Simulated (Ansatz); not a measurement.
Energy needed to pull apart CHNS (SMILES N#CS), singlet, into free ground-state atoms, from the structure below (displaced at random from a GFN2-xTB minimum); no zero-point or spin–orbit terms; open-shell atoms are treated unrestricted, in their ground-state multiplicity.

N1  (1.062, -0.225, 1.508)
C2  (0.496, -0.418, 0.503)
S3  (-0.415, -0.390, -0.925)
H4  (-0.869, 1.080, -1.026)
(Å)

Computed with Ansatz 0.2.0 (basis: def2-TZVPP); correlated methods freeze the cores.

```tsv
method	atomization energy (kcal/mol)
PBE-D4	?
r2SCAN-D4	359.8
PBE0-D4	362.4
HSE06-D4	362.9
wB97X-V	360.9
wB97M-V	362.9
HF	209.4
MP2	359.9
CCSD	?
CCSD(T)	345.0
```

(1) What does PBE-D4 give? (An estimate is asked for; the value comes from the calculation.)

(2) What does CCSD give? (To be estimated.)

T1 diagnostic: at most 0.016.

## Answers

(1) The calculation gives: 384.0 kcal/mol, which is about 39.0 kcal/mol more than CCSD(T)/def2-TZVPP.

(2) The calculation gives: 332.4 kcal/mol, which is about 12.6 kcal/mol less than CCSD(T)/def2-TZVPP.

In triple zeta the MP2 and coupled-cluster atomization energies are still short of their basis limit by a few kcal/mol a bond, whereas those of the functionals are nearly converged, so these differences are not deviations from converged CCSD(T).

For scale, one of the runs: CCSD(T)/def2-TZVPP forces, 118 basis functions (an equivalent command: `ansatz run in.yaml --threads 4`). Hardware: 4 CPU threads, shared host. Wall time 11 s; peak host memory 0.81 GiB.
